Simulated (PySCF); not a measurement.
# CH2N (SMILES C=[N]): U-r2SCAN/STO-3G

Aim: the vertical doublet–quartet gap of CH2N at U-r2SCAN/STO-3G, from 2 runs. 

The calculation is run with PySCF 2.14.0.

12 further runs of the same task are left out: 3 that didn't finish, 9 set aside as unsound or not needed.

**1. Starting point**

CH2N: 4 atoms, total charge 0, spin state doublet. As SMILES, `C=[N]`. The coordinates come from a PBE0-D4/def2-TZVP relaxation.

Bond lengths: C1–N2 1.237 Å, C1–H3 1.099 Å, C1–H4 1.099 Å. Angles: N2–C1–H3 121.4°, N2–C1–H4 121.4°, H3–C1–H4 117.1°.

**2. A single-point energy at U-r2SCAN/STO-3G**

Input file calc.py:

```python
from pyscf import gto, dft

molecule = gto.M(
    atom='''
C     -0.025700    -0.020806    -0.027344
N      1.374473     1.111858     1.462194
H     -1.645876     0.921808    -0.919956
H      0.297122    -2.012861    -0.514875
''',
    verbose=3,
    charge=0,
    unit='bohr',
    spin=1,
    max_memory=1860,
    basis='sto-3g',
)

calc0 = dft.UKS(molecule)
calc0.xc = 'r2scan'
calc0.conv_tol = 1e-10
calc0.grids.level = 5
calc0.kernel()
if not calc0.converged:
    calc0 = calc0.newton().run(calc0.mo_coeff, calc0.mo_occ)

e_tot = calc0.e_tot
print(f'total energy: {e_tot:.8f} hartree')
```

Command:

```sh
OMP_NUM_THREADS=1 python calc.py
```

Output:

```text
converged SCF energy = -92.7254405282045  <S^2> = 0.76631317  2S+1 = 2.0162472
total energy: -92.72544053 hartree
```

Run time: 2.2 s. Hardware: 1 thread of AMD EPYC 9R45 (Zen 5), shared host; peak memory 0.19 GiB.

**3. The quartet at the same level**

Input file input.xyz:

```xyz
4
CH2N
C     -0.013600    -0.011010    -0.014470
N      0.727340     0.588370     0.773760
H     -0.870960     0.487800    -0.486820
H      0.157230    -1.065160    -0.272460
```

Input file calc.py:

```python
from pyscf import gto, dft

mol = gto.M(
    atom='input.xyz',
    spin=3,
    max_memory=1860,
    verbose=3,
    charge=0,
    basis='sto-3g',
)

ks = dft.UKS(mol, xc='r2scan')
ks.conv_tol = 1e-10
ks.grids.level = 5
ks.kernel()
if not ks.converged:
    ks = ks.newton().run(ks.mo_coeff, ks.mo_occ)

energy = ks.e_tot
print(f'total energy: {energy:.8f} hartree')
```

Command:

```sh
OMP_NUM_THREADS=1 python calc.py
```

Output:

```text
WARN: HOMO 0.0132752136027674 >= LUMO -0.307416865245705

WARN: HOMO 0.000372981676157735 >= LUMO -0.122924765215411

WARN: HOMO -0.0234897336437018 >= LUMO -0.137947874578813

WARN: HOMO -0.0245457935203046 >= LUMO -0.137197120594147

WARN: HOMO -0.0238394251800988 >= LUMO -0.136382064976282

WARN: HOMO -0.0241426406737678 >= LUMO -0.13659566684743

WARN: HOMO -0.0241227715863656 >= LUMO -0.1365536600247

WARN: HOMO -0.0241258917020301 >= LUMO -0.13655398554811

WARN: HOMO -0.0241259013538657 >= LUMO -0.136553826828169

WARN: HOMO -0.0241258969676109 >= LUMO -0.136553822670394

converged SCF energy = -92.5101734249116  <S^2> = 3.755061  2S+1 = 4.0025297
total energy: -92.51017342 hartree
```

Wall time 2.4 s (1 thread of AMD EPYC 9R45 (Zen 5), shared host); peak memory 0.18 GiB.

**4. What came out**

At U-r2SCAN/STO-3G:

| quantity | value |
| --- | --- |
| doublet: total energy | -92.72544 Eh |
| doublet: dipole moment | 1.85 D |
| doublet: HOMO energy (highest over α and β) | -4.39 eV |
| doublet: LUMO energy (lowest over α and β) | -0.26 eV |
| doublet: ⟨S²⟩ | 0.766 |
| quartet: total energy | -92.51017 Eh |
| quartet: dipole moment | 1.73 D |
| quartet: HOMO energy (highest over α and β) | -0.66 eV |
| quartet: ⟨S²⟩ | 3.755 |
| vertical energy of the quartet above the doublet | 5.858 eV |

**Reading.** At this shape the quartet lies 5.86 eV (135 kcal/mol) above the doublet. In a minimal basis such a difference can be off by several eV, whatever the method.
